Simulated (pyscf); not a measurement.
## Four-centre exchange: H₂B–Cl + water (H₂O) -> HO–BH–Cl + hydrogen (H₂)

Gas phase, singlet surface, charge 0. Bonds broken: B1–H3, O5–H6. Bonds formed: B1–O5, H3–H6. Single points on ωB97X-D3(BJ)/def2-SVP structures (PySCF, gas phase).

Transition state (Å):

```xyz
7

B     -1.2309    -0.0309     0.0773
Cl    -0.8986    -0.4304     1.8030
H     -1.0370    -1.1654    -0.6594
H     -2.3153     0.3948    -0.2180
O     -0.0587     0.7293    -0.5956
H     -0.3170    -0.4773    -0.9054
H      0.6951     0.7282     0.0125
```

One imaginary mode, 1452i cm⁻¹; descent along it reached the two sides named, in the forms told below.

```csv
bond,change,reactant side (Å),saddle,product side
B1–H3,breaks,1.211,1.367,3.1
O5–H6,breaks,0.971,1.272,3.4
B1–O5,forms,1.677,1.551,1.343
H3–H6,forms,2.481,1.026,0.760
```

Electronic energies relative to the separated reactants (eV):

```json
[
 {"level": "ωB97X-D3(BJ)/def2-TZVP", "barrier": "0.56", "reaction energy": "-1.36", "reverse barrier": "1.92"},
 {"level": "PBE/def2-TZVP", "barrier": "0.28", "reaction energy": "-1.40", "reverse barrier": "1.68"},
 {"level": "r²SCAN/def2-TZVP", "barrier": "0.34", "reaction energy": "-1.46", "reverse barrier": "1.80"},
 {"level": "B3LYP-D3(BJ)/def2-TZVP", "barrier": "0.58", "reaction energy": "-1.40", "reverse barrier": "1.98"},
 {"level": "PBE0-D3(BJ)/def2-TZVP", "barrier": "0.37", "reaction energy": "-1.37", "reverse barrier": "1.74"},
 {"level": "M06-2X/def2-TZVP", "barrier": "0.53", "reaction energy": "-1.44", "reverse barrier": "1.97"},
 {"level": "ωB97M-D3(BJ)/def2-TZVP", "barrier": "0.54", "reaction energy": "-1.38", "reverse barrier": "1.92"},
 {"level": "HF/def2-TZVP", "barrier": "1.40", "reaction energy": "-1.24", "reverse barrier": "2.63"}
]
```

With ωB97M-D3(BJ)/def2-TZVP energies and thermal terms (ideal gas, 1 atm, RRHO with modes under 100 cm⁻¹ raised to 100, one conformer, R ln 2 for chiral ones without a mode under 150 cm⁻¹), in eV:

| T (K) | ΔH‡ | ΔG‡ | ΔH | ΔG |
|---|---|---|---|---|
| 298 | 0.52 | 0.97 | -1.47 | -1.39 |
| 600 | 0.50 | 1.43 | -1.44 | -1.31 |
| 900 | 0.52 | 1.89 | -1.41 | -1.25 |
| 1200 | 0.55 | 2.34 | -1.38 | -1.20 |

On the reactant side the descent ends in an adduct with a B–O contact, 0.63 eV under the separated species and 1.19 eV under the saddle at ωB97X-D3(BJ)/def2-TZVP. What is counted as formed (B–O) is already present as a longer contact in the reactant adduct; forming that adduct is a step of its own. At the saddle there is also a short B–H contact that neither side keeps. The same reactants have a lower exit, to H₂B–OH + HCl (barrier +0.20 eV at ωB97M-D3(BJ)/def2-TZVP, against +0.54 eV here). This is the saddle that the search found; another between the same sides may lie lower.
